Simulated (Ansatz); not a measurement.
**H₂O with Si₂H₆: structure and interaction energy**

Aim: relax the pair, then compute its interaction energy with counterpoise at many levels, up to CCSD(T).

The runs use Ansatz 0.2.0, Gaussian basis; PBE0-D4 structure, single points in def2-TZVPPD.

Levels: PBE-D4, revPBE-D4, BLYP-D4, r2SCAN-D4, B97M-V, PBE0-D4, B3LYP-D4, HSE06-D4, wB97X-V, wB97M-V, B2PLYP, Hartree-Fock, MP2, CCSD, CCSD(T). The reference is CCSD(T) extrapolated to the basis limit.

Cores are frozen in the correlated methods. B3LYP uses VWN-RPA correlation. B2PLYP carries no dispersion term here.

176 further runs of the same task are left out: 176 set aside as unsound or not needed. Runs told in other sessions of the task aren't counted.

### Step 1. Starting geometry

The pair, from a GFN2-xTB docking trial: 11 atoms, charge 0, spin multiplicity 1.

Atoms are counted from 1 here; the program's logs count them from 0.

Bond lengths: O1–H2 0.959 Å, O1–H3 0.961 Å, Si4–Si5 2.303 Å, Si4–H6 1.468 Å, Si4–H7 1.467 Å, Si4–H8 1.469 Å, Si5–H9 1.458 Å, Si5–H10 1.469 Å, Si5–H11 1.468 Å. Angles: H2–O1–H3 107.3°, Si5–Si4–H6 113.4°, Si5–Si4–H7 112.8°, Si5–Si4–H8 114.8°, H6–Si4–H7 105.5°, H6–Si4–H8 105.1°, H7–Si4–H8 104.4°, Si4–Si5–H9 114.9°, Si4–Si5–H10 110.3°, Si4–Si5–H11 111.3°, H9–Si5–H10 106.5°, H9–Si5–H11 107.7°, H10–Si5–H11 105.6°.

Geometry (Å):

| atom | x (Å) | y (Å) | z (Å) |
| --- | --- | --- | --- |
| O1 | -0.23970 | 0.22170 | -2.33820 |
| H2 | 0.71370 | 0.31060 | -2.27830 |
| H3 | -0.42450 | -0.42490 | -3.02420 |
| Si4 | 1.11790 | -0.17890 | 0.89200 |
| Si5 | -1.15740 | 0.16470 | 0.98290 |
| H6 | 1.89160 | 1.06570 | 0.81320 |
| H7 | 1.63330 | -0.88840 | 2.06820 |
| H8 | 1.57370 | -0.98520 | -0.24830 |
| H9 | -1.70730 | 0.93660 | -0.12520 |
| H10 | -1.51500 | 0.88640 | 2.21160 |
| H11 | -1.88620 | -1.10840 | 1.04630 |

Atoms 1 to 3 are fragment A (H₂O), the rest fragment B (Si₂H₆).

### Step 2. A first relaxation in a small basis

pre/in.yaml

```yaml
crystal:
  periodic: [false, false, false]
  atoms:
    - {symbol: O, position_ang: [-0.239700, 0.221700, -2.338200]}
    - {symbol: H, position_ang: [0.713700, 0.310600, -2.278300]}
    - {symbol: H, position_ang: [-0.424500, -0.424900, -3.024200]}
    - {symbol: Si, position_ang: [1.117900, -0.178900, 0.892000]}
    - {symbol: Si, position_ang: [-1.157400, 0.164700, 0.982900]}
    - {symbol: H, position_ang: [1.891600, 1.065700, 0.813200]}
    - {symbol: H, position_ang: [1.633300, -0.888400, 2.068200]}
    - {symbol: H, position_ang: [1.573700, -0.985200, -0.248300]}
    - {symbol: H, position_ang: [-1.707300, 0.936600, -0.125200]}
    - {symbol: H, position_ang: [-1.515000, 0.886400, 2.211600]}
    - {symbol: H, position_ang: [-1.886200, -1.108400, 1.046300]}
basis:
  gaussian: {orbitals: def2-SVP}
hamiltonian: {xc: pbe, dispersion: d4}
relax: {f_tol: 0.03, max_steps: 250}
```

Launch:

```console
> ansatz run in.yaml --threads 4 --pin off --events-out ev --progress --plain --max-ram 9574MiB
```

Further steps of the session: Relaxation at PBE0-D4; PBE-D4/def2-TZVPPD; r2SCAN-D4/def2-TZVPPD; PBE0-D4/def2-TZVPPD; B3LYP-D4/def2-TZVPPD; wB97X-V/def2-TZVPPD; wB97M-V/def2-TZVPPD; B2PLYP/def2-TZVPPD; BLYP-D4/def2-TZVPPD; revPBE-D4/def2-TZVPPD; B97M-V/def2-TZVPPD; HSE06-D4/def2-TZVPPD; CCSD(T)/def2-TZVPPD; MP2/def2-QZVPPD; Hartree-Fock/STO-3G; PBE-D4/STO-3G; B3LYP-D4/6-31G; SPW92/def2-SVP; PBE-D4/def2-SVP; PBE0-D4/def2-SVP; wB97M-V/def2-SVP; CCSD(T)/def2-SVP; Vibrations of the pair.

What does the calculation give? Wanted: interaction energy, CCSD(T)/CBS; of it Hartree-Fock; D4 term of PBE0-D4; shortest contact; lowest wavenumber.

As calculated:

| quantity | value |
| --- | --- |
| interaction energy, CCSD(T)/CBS | -13.09 kJ/mol |
| of it Hartree-Fock (basis limit) | -2.62 kJ/mol |
| D4 term of PBE0-D4 | -4.71 kJ/mol |
| shortest contact | H2–H6 2.83 Å |
| lowest wavenumber | 53 cm⁻¹ |

In words: The pair is bound by 13.09 kJ/mol at fixed fragment shapes. Hartree-Fock gives 20 % of it, so correlation, mostly dispersion, leads. Among the functionals PBE0-D4 lands nearest to CCSD(T)/CBS (+0.35 kJ/mol) and B2PLYP farthest (+5.69 kJ/mol). By rung, the mean size of the error is: GGA 1.74, meta-GGA 1.50, hybrid 0.72, screened hybrid 0.58, range-separated hybrid 1.14, double hybrid 5.69 kJ/mol. The double hybrids carry no dispersion term here, unlike the levels marked D4 or V. PBE-D4 gives an interaction energy 0.41 kJ/mol too high, an error of 3 % of the reference. CCSD(T) moves by -1.98 kJ/mol from triple zeta to the limit; gaps between functionals far smaller than that don't rank them. A lower arrangement may exist.
